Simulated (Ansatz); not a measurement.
A made-up structure of CH4AlO (charge +1), closed shell:

O1  (-1.339, -0.774, -0.196)
C2  (-0.395, -0.001, -0.522)
Al3  (1.151, 0.347, 0.818)
H4  (-2.043, -0.903, -0.864)
H5  (-0.481, 0.437, -1.529)
H6  (0.812, 1.589, 1.705)
H7  (0.076, 0.885, -0.181)
(Å)

It is relaxed with PBE-D4/def2-SVP and then PBE0-D4/def2-TZVP (Ansatz 0.2.0). Atoms count as bonded within 1.22 times the sum of their covalent radii (H–H: 0.88 Å). The end point is not checked to be a true minimum.

(1) Does its bonding change? (A judgement: the text doesn't fix the answer.)

Answers

(1) Computed: Yes. Formed: O1–Al3; broken: Al3–H7.

Where it ends: The first stage lowers the energy by 3.28 eV in 26 steps. It ends as CH₄AlO ([CH2]1[OH][AlH]1), total charge +1:
```xyz
7
angstrom
O -0.7673 -0.5134 0.0996
C -0.4940 0.6641 -0.8335
Al 0.5573 0.5198 0.7482
H -1.4469 -1.1718 -0.0972
H -0.1508 0.3039 -1.7998
H 1.4554 0.4758 2.0109
H -1.3717 1.3018 -0.8980
```

Labels in which every atom is bracketed show which atoms are joined, not bond orders.

For scale, one of the runs: PBE0-D4/def2-TZVP relaxation, 123 basis functions, launched by `ansatz run in.yaml --threads 2 --pin off --events-out ev --progress --plain --max-ram 4352MiB`. Hardware: 2 CPU threads of an AMD EPYC 7B13, shared host. Wall time about 14 s.
